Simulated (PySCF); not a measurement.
Can point charges reproduce the dipole moment of `[B]F` (boron monofluoride) [singlet]?

Coordinates (PBE0-D3(BJ)/def2-TZVP, Å) and charges (e) from the PBE0/pcSseg-2 density (PySCF):

```
atom       x       y       z  Mulliken      IAO  Hirshfeld  ESP-fitted
  B1   0.640  -0.028   0.001   +0.1990  +0.2147    +0.0778     -0.1362
  F2  -0.623  -0.001  -0.013   -0.1990  -0.2147    -0.0777     +0.1362
```

**Question.** What dipole does each set of charges give (1 e·Å = 4.803 D), and what does the density give?

**Answer.** The full density gives (-1.00, 0.02, -0.01) D, 1.00 D in size; dipole vectors point from the negative to the positive end.

| scheme | μx | μy | μz | size (D) | share of the full size (%) | angle to the full dipole (°) |
| --- | --- | --- | --- | --- | --- | --- |
| Mulliken | 1.21 | -0.03 | 0.01 | 1.21 | 121 | 180 |
| IAO | 1.30 | -0.03 | 0.01 | 1.30 | 131 | 180 |
| Hirshfeld | 0.47 | -0.01 | 0.01 | 0.47 | 47 | 180 |
| ESP-fitted | -0.83 | 0.02 | -0.01 | 0.83 | 83 | 0 |

**Question.** Which set comes closest?

**Answer.** Length of the difference vector: ESP-fitted 0.17 D, Hirshfeld 1.47 D, Mulliken 2.20 D, IAO 2.30 D. Closest: ESP-fitted. The schemes that divide the density aren't constrained to reproduce the dipole.

**Question.** What is left for the Hirshfeld atoms' own dipoles?

**Answer.** The shares of the density sum to the whole, so what Σ q r misses lies in dipoles about the nuclei. The atomic dipoles sum to (-1.00, 0.02, -0.01) − (0.47, -0.01, 0.01) = (-1.47, 0.03, -0.02) D, 1.47 D in size.

**Question.** Give the size of the full dipole in other units.

**Answer.** 1.00 D = 0.393 au = 0.208 e·Å = 3.33 × 10⁻³⁰ C·m.

Geometry: PBE0-D3(BJ)/def2-TZVP; no solvent, vibrations or thermal averaging.
